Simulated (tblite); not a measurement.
A geometry optimisation, step by step.

Compound: C4H4F2.
Atom-mapped SMILES: `[F:1][CH2:2][C:3]1([F:4])[CH:5]=[CH:6]1` (hydrogens: H7, H8 on C2; H9 on C5; H10 on C6)

Computed with GFN2-xTB (tblite), gas phase: L-BFGS steps from a force-field or distance-geometry start until the largest atomic force falls under 0.01 eV/Å. 9 of its 23 geometries are shown.

Step 0: E = -543.1672 eV, largest atomic force 2.279 eV/Å
```
atom  x, y, z in Å  |  force x, y, z in eV/Å
F1     -1.125    0.182   -1.514    0.180   0.177  -0.201
C2     -1.205   -0.275   -0.242   -0.626  -0.625   1.030
C3      0.116   -0.137    0.478   -1.919  -0.581   0.458
F4      0.130   -0.577    1.782   -0.687  -0.433   0.499
C5      0.993    0.951    0.183    1.280   1.777  -0.499
C6      1.344   -0.231   -0.238    1.968  -0.291  -1.112
H7     -1.497   -1.329   -0.278   -0.114  -0.139  -0.106
H8     -1.976    0.287    0.291   -0.192   0.136  -0.081
H9      1.193    1.989    0.251   -0.002   0.090   0.068
H10     2.037   -0.856   -0.735    0.111  -0.111  -0.057
```

Step 3: E = -543.3234 eV, largest atomic force 0.453 eV/Å
```
atom  x, y, z in Å  |  force x, y, z in eV/Å
F1     -1.119    0.184   -1.507   -0.007  -0.066   0.266
C2     -1.228   -0.291   -0.221    0.090  -0.014   0.120
C3      0.104   -0.137    0.480    0.071   0.036  -0.005
F4      0.100   -0.592    1.796   -0.383  -0.082  -0.150
C5      1.024    0.967    0.164    0.148   0.423  -0.020
C6      1.377   -0.218   -0.253    0.344  -0.234  -0.178
H7     -1.506   -1.341   -0.283   -0.185  -0.201  -0.019
H8     -1.990    0.295    0.290   -0.269   0.056   0.021
H9      1.196    2.007    0.254    0.067   0.119   0.017
H10     2.051   -0.868   -0.744    0.123  -0.037  -0.052
```

Step 6: E = -543.3509 eV, largest atomic force 0.140 eV/Å
```
atom  x, y, z in Å  |  force x, y, z in eV/Å
F1     -1.120    0.179   -1.487   -0.065  -0.007  -0.025
C2     -1.231   -0.297   -0.206    0.007   0.013  -0.019
C3      0.116   -0.130    0.475   -0.015   0.011  -0.086
F4      0.063   -0.601    1.785   -0.057   0.020  -0.101
C5      1.042    0.978    0.155    0.014  -0.085   0.039
C6      1.398   -0.214   -0.258   -0.020   0.045   0.072
H7     -1.522   -1.353   -0.282   -0.011   0.094   0.103
H8     -2.010    0.295    0.290    0.034  -0.122   0.020
H9      1.205    2.023    0.256    0.073  -0.047  -0.026
H10     2.068   -0.875   -0.752    0.040   0.079   0.022
```

Step 8: E = -543.3551 eV, largest atomic force 0.150 eV/Å
```
atom  x, y, z in Å  |  force x, y, z in eV/Å
F1     -1.125    0.178   -1.485   -0.075   0.011  -0.101
C2     -1.229   -0.297   -0.204   -0.080   0.023  -0.125
C3      0.116   -0.129    0.469    0.046   0.044  -0.051
F4      0.051   -0.601    1.773   -0.013  -0.032   0.079
C5      1.047    0.977    0.158   -0.017  -0.030   0.028
C6      1.402   -0.214   -0.255   -0.022   0.003   0.021
H7     -1.526   -1.349   -0.274    0.017  -0.031   0.066
H8     -2.012    0.286    0.292    0.009  -0.011   0.075
H9      1.212    2.022    0.254    0.070  -0.012  -0.004
H10     2.074   -0.869   -0.751    0.066   0.035   0.013
```

Step 11: E = -543.3599 eV, largest atomic force 0.103 eV/Å
```
atom  x, y, z in Å  |  force x, y, z in eV/Å
F1     -1.144    0.177   -1.496   -0.098  -0.028  -0.017
C2     -1.234   -0.294   -0.214   -0.005  -0.015   0.031
C3      0.114   -0.126    0.458   -0.038  -0.020   0.044
F4      0.035   -0.603    1.764    0.003   0.000  -0.006
C5      1.052    0.976    0.164    0.009   0.047  -0.020
C6      1.407   -0.214   -0.250    0.015  -0.024  -0.038
H7     -1.528   -1.347   -0.257    0.035  -0.060  -0.060
H8     -2.013    0.275    0.303    0.001   0.088   0.002
H9      1.231    2.018    0.252    0.038   0.017   0.035
H10     2.090   -0.857   -0.747    0.041  -0.005   0.029
```

Step 14: E = -543.3626 eV, largest atomic force 0.089 eV/Å
```
atom  x, y, z in Å  |  force x, y, z in eV/Å
F1     -1.168    0.171   -1.502   -0.043  -0.038   0.068
C2     -1.239   -0.295   -0.216    0.009  -0.010   0.034
C3      0.112   -0.124    0.455    0.020   0.018  -0.064
F4      0.027   -0.604    1.760    0.025   0.027  -0.049
C5      1.055    0.978    0.164   -0.011  -0.038  -0.010
C6      1.410   -0.214   -0.251   -0.025   0.033   0.016
H7     -1.525   -1.354   -0.256    0.010   0.052  -0.026
H8     -2.013    0.280    0.309    0.032  -0.013  -0.044
H9      1.246    2.019    0.256    0.001  -0.034   0.030
H10     2.104   -0.852   -0.741   -0.019   0.004   0.045
```

Step 16: E = -543.3636 eV, largest atomic force 0.044 eV/Å
```
atom  x, y, z in Å  |  force x, y, z in eV/Å
F1     -1.183    0.167   -1.502    0.001   0.001   0.001
C2     -1.241   -0.296   -0.215   -0.008   0.002  -0.015
C3      0.111   -0.123    0.450    0.017   0.015  -0.038
F4      0.025   -0.603    1.755    0.026   0.013  -0.009
C5      1.056    0.978    0.163   -0.004  -0.004  -0.008
C6      1.410   -0.213   -0.251    0.005   0.017  -0.002
H7     -1.522   -1.354   -0.257   -0.016   0.013   0.016
H8     -2.011    0.282    0.309   -0.002  -0.025   0.003
H9      1.254    2.017    0.260   -0.009  -0.008   0.030
H10     2.109   -0.849   -0.735   -0.009  -0.023   0.023
```

Step 19: E = -543.3641 eV, largest atomic force 0.039 eV/Å
```
atom  x, y, z in Å  |  force x, y, z in eV/Å
F1     -1.189    0.165   -1.503    0.001   0.012  -0.033
C2     -1.242   -0.296   -0.216    0.002   0.000  -0.003
C3      0.112   -0.122    0.444   -0.021  -0.014   0.030
F4      0.028   -0.601    1.751    0.007   0.002  -0.002
C5      1.056    0.979    0.162    0.014   0.032  -0.013
C6      1.411   -0.211   -0.252    0.016  -0.017  -0.024
H7     -1.524   -1.353   -0.255   -0.012  -0.029   0.005
H8     -2.010    0.279    0.310   -0.019   0.010   0.018
H9      1.256    2.015    0.267   -0.003   0.031   0.022
H10     2.111   -0.851   -0.729    0.015  -0.028   0.001
```

Step 22: E = -543.3644 eV, largest atomic force 0.007 eV/Å
```
atom  x, y, z in Å  |  force x, y, z in eV/Å
F1     -1.193    0.165   -1.505   -0.001  -0.001   0.000
C2     -1.243   -0.296   -0.217    0.002   0.001   0.001
C3      0.112   -0.121    0.441   -0.001   0.002   0.002
F4      0.031   -0.599    1.748   -0.002  -0.001   0.000
C5      1.057    0.980    0.159    0.005  -0.001  -0.001
C6      1.413   -0.210   -0.254   -0.005  -0.004  -0.003
H7     -1.525   -1.354   -0.254    0.001   0.002   0.000
H8     -2.012    0.279    0.311    0.001  -0.001  -0.001
H9      1.256    2.017    0.273   -0.003   0.002   0.001
H10     2.113   -0.855   -0.725    0.002   0.001   0.000
```

Task: Summarise the path.

Result: The energy falls by 0.1972 eV from step 0 to step 22; nine tenths of that is first reached at step 5. It falls at every step. The largest force goes from 2.279 to 0.007 eV/Å. Among the bonds C3–C6 changes most, from 1.425 to 1.478 Å; the atoms move by 0.068 Å rms after alignment.

Task: Follow the three bonds and two angles with the largest change from start to end.

Result: 
```csv
step,E above end (eV),largest force (eV/Å),C3–C6 (Å),C3–C5 (Å),C3–F4 (Å),C2–C3–F4 (°),C2–C3–C6 (°)
0,0.1972,2.279,1.425,1.429,1.376,115.6,120.5
1,0.1409,2.598,1.484,1.485,1.376,116.3,120.8
2,0.0689,1.009,1.480,1.480,1.385,115.2,121.5
3,0.0410,0.453,1.471,1.471,1.393,113.7,121.7
4,0.0217,0.338,1.473,1.473,1.398,111.9,122.1
5,0.0164,0.242,1.477,1.477,1.396,111.1,122.4
6,0.0135,0.140,1.479,1.479,1.393,110.5,122.7
7,0.0111,0.119,1.480,1.480,1.389,110.1,123.0
8,0.0093,0.150,1.479,1.479,1.388,109.8,123.3
9,0.0075,0.136,1.477,1.478,1.389,109.6,123.6
10,0.0058,0.121,1.477,1.477,1.391,109.3,123.9
11,0.0045,0.103,1.477,1.477,1.393,109.1,124.0
12,0.0036,0.106,1.478,1.478,1.394,109.0,124.1
13,0.0027,0.109,1.479,1.479,1.394,108.9,124.2
14,0.0018,0.089,1.480,1.480,1.394,108.7,124.3
15,0.0011,0.074,1.480,1.480,1.393,108.6,124.5
16,0.0008,0.044,1.479,1.479,1.393,108.5,124.6
17,0.0007,0.034,1.478,1.478,1.393,108.4,124.7
18,0.0005,0.036,1.478,1.478,1.394,108.4,124.8
19,0.0003,0.039,1.477,1.477,1.394,108.4,125.0
20,0.0001,0.038,1.478,1.477,1.394,108.4,125.1
21,0.0000,0.016,1.478,1.478,1.394,108.4,125.1
22,0.0000,0.007,1.478,1.478,1.394,108.4,125.1
```

The cost below is that of the whole relaxation. On one thread, Arm Neoverse N1 (aarch64), shared host with 64 logical CPUs at a one-minute load of 62, this took 0.14 s.
